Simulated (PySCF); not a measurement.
**How the method changes the constants of MgCl**

State: ²Σ⁺ (doublet), unpaired electrons σ ↑. Set-up: PySCF, no relativity, basis sets Mg def2-SVP, Cl def2-SVP. De refers to Mg + Cl in their high-spin ground configurations, without counterpoise correction. The functionals are run spin-unrestricted. A positive dipole means Mg(−)Cl(+).

```
  Level  Re (Å)  ωe (cm⁻¹)  De (eV)  μ (D)
    PBE   2.243        452     3.41  -3.01
 revPBE   2.255        445     3.30  -3.06
 r²SCAN   2.234        463     3.66  -3.28
r²SCANh   2.232        466     3.61  -3.33
   PBE0   2.231        464     3.39  -3.23
```

The state was picked by a PBE0 search and need not be the measured ground state.
